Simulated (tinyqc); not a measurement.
Worked calculation: RHF in the sto-3g basis, for H2O, spin multiplicity 1. One step of it, computed by the program tinyqc.

Question. Iteration 8 (converged): orbitals. Diagonalise F' = X^T F X, C = X C', fill 5 alpha and 5 beta electrons from the bottom; D = 2 C_occ C_occ^T. Each column has its largest component positive (the first on a tie).

converged F (hartree), order 1O 1s, 1O 2s, 1O 2px, 1O 2py, 1O 2pz, 2H 1s, 3H 1s:
$$\begin{pmatrix}
-20.250308 & -5.164789 & 0.000000 & 0.000000 & -0.028616 & -1.083817 & -1.083817 \\
-5.164789 & -2.441016 & 0.000000 & 0.000000 & -0.119964 & -0.958738 & -0.958738 \\
0.000000 & 0.000000 & -0.395670 & 0.000000 & 0.000000 & 0.000000 & 0.000000 \\
0.000000 & 0.000000 & 0.000000 & -0.284881 & 0.000000 & -0.362378 & 0.362378 \\
-0.028616 & -0.119964 & 0.000000 & 0.000000 & -0.334551 & -0.391063 & -0.391063 \\
-1.083817 & -0.958738 & 0.000000 & -0.362378 & -0.391063 & -0.535265 & -0.392876 \\
-1.083817 & -0.958738 & 0.000000 & 0.362378 & -0.391063 & -0.392876 & -0.535265
\end{pmatrix}$$

X, order 1O 1s, 1O 2s, 1O 2px, 1O 2py, 1O 2pz, 2H 1s, 3H 1s:
$$\begin{pmatrix}
-0.312705 & 0.000000 & 0.749435 & 0.000000 & 0.623434 & 0.000000 & 0.145871 \\
1.124297 & 0.000000 & -0.322458 & 0.000000 & 0.330936 & 0.000000 & 0.408331 \\
0.000000 & 0.000000 & 0.000000 & 1.000000 & 0.000000 & 0.000000 & 0.000000 \\
0.000000 & 0.864771 & 0.000000 & 0.000000 & 0.000000 & 0.720261 & 0.000000 \\
0.580191 & 0.000000 & 0.652466 & 0.000000 & -0.611913 & 0.000000 & 0.213615 \\
-0.708035 & -0.858630 & -0.154184 & 0.000000 & -0.125635 & 0.362706 & 0.379506 \\
-0.708035 & 0.858630 & -0.154184 & 0.000000 & -0.125635 & -0.362706 & 0.379506
\end{pmatrix}$$

Give: F' = X^T F X; orbital energies; coefficients C; D after iteration 8.

Answer.

F' = X^T F X (hartree):
$$\begin{pmatrix}
0.112 & 0.000 & 1.728 & 0.000 & 1.261 & 0.000 & 0.179 \\
0.000 & 0.653 & 0.000 & 0.000 & 0.000 & 0.132 & 0.000 \\
1.728 & 0.000 & -8.828 & 0.000 & -8.971 & 0.000 & -3.579 \\
0.000 & 0.000 & 0.000 & -0.396 & 0.000 & 0.000 & 0.000 \\
1.261 & 0.000 & -8.971 & 0.000 & -9.975 & 0.000 & -3.996 \\
0.000 & 0.132 & 0.000 & 0.000 & 0.000 & -0.564 & 0.000 \\
0.179 & 0.000 & -3.579 & 0.000 & -3.996 & 0.000 & -2.720
\end{pmatrix}$$

orbital energies (hartree): MO1 -20.259, MO2 -1.259, MO3 -0.578, MO4 -0.472, MO5 -0.396, MO6 0.580, MO7 0.667

coefficients C, order 1O 1s, 1O 2s, 1O 2px, 1O 2py, 1O 2pz, 2H 1s, 3H 1s:
$$\begin{pmatrix}
0.994 & -0.234 & 0.000 & 0.107 & 0.000 & -0.122 & 0.000 \\
0.026 & 0.846 & 0.000 & -0.550 & 0.000 & 0.790 & 0.000 \\
0.000 & 0.000 & 0.000 & 0.000 & 1.000 & 0.000 & 0.000 \\
0.000 & 0.000 & 0.624 & 0.000 & 0.000 & 0.000 & 0.937 \\
0.004 & 0.125 & 0.000 & 0.735 & 0.000 & 0.791 & 0.000 \\
-0.005 & 0.154 & 0.452 & 0.305 & 0.000 & -0.754 & -0.815 \\
-0.005 & 0.154 & -0.452 & 0.305 & 0.000 & -0.754 & 0.815
\end{pmatrix}$$

D after iteration 8, order 1O 1s, 1O 2s, 1O 2px, 1O 2py, 1O 2pz, 2H 1s, 3H 1s:
$$\begin{pmatrix}
2.109 & -0.462 & 0.000 & 0.000 & 0.107 & -0.018 & -0.018 \\
-0.462 & 2.039 & 0.000 & 0.000 & -0.598 & -0.074 & -0.074 \\
0.000 & 0.000 & 2.000 & 0.000 & 0.000 & 0.000 & 0.000 \\
0.000 & 0.000 & 0.000 & 0.778 & 0.000 & 0.564 & -0.564 \\
0.107 & -0.598 & 0.000 & 0.000 & 1.112 & 0.486 & 0.486 \\
-0.018 & -0.074 & 0.000 & 0.564 & 0.486 & 0.642 & -0.176 \\
-0.018 & -0.074 & 0.000 & -0.564 & 0.486 & -0.176 & 0.642
\end{pmatrix}$$
